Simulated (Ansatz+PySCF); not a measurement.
singlet SiO: levels of theory in one basis

```yaml
atoms:
  - { symbol: Si, position_ang: [0.0000, 0.0000, -0.5539] }
  - { symbol: O, position_ang: [0.0000, 0.0000, 0.9694] }
```

Basis set: def2-SVP (spherical functions). Left uncorrelated: 6 orbitals. Charge 0, multiplicity 1.

Computed with Ansatz (development build ahead of 0.2.0); each method stands on the lowest determinant of its kind that the runs found. NEVPT2 correlates all electrons. Active spaces start from the frontier orbitals, and the lowest solution found is given.

```
        method  E − E(RHF) (eV)  <S²> of the determinant
           RHF             0.00                     0.00
       RHF-MP2            -7.43                        –
      RHF-CCSD            -7.58                        –
   RHF-CCSD(T)            -7.90                        –
  CASSCF(10,8)            -3.37                        –
   CASSCF(2,2)            -0.64                        –
SC-NEVPT2(2,2)            -7.67                        –
```

**Question.** What does SC-NEVPT2(10,8) give on the same scale?

**Answer.** -7.08 eV. NEVPT2 here correlates all electrons, so it doesn't share the others' frozen core.

**Question.** Is a single determinant a sound starting point here?

**Answer.** By this sign, yes. Unrestricted orbitals gain 0.00 eV and <S²> is 0.00 against 0.00 for a pure state. The CASSCF(10,8) natural occupations are 2.00, 2.00, 1.97, 1.95, 1.95, 0.05, 0.05, 0.03. The CASSCF(2,2) natural occupations are 1.95, 0.05.

Caution for CASSCF(2,2), SC-NEVPT2(2,2): other starts end on other solutions of this active space.
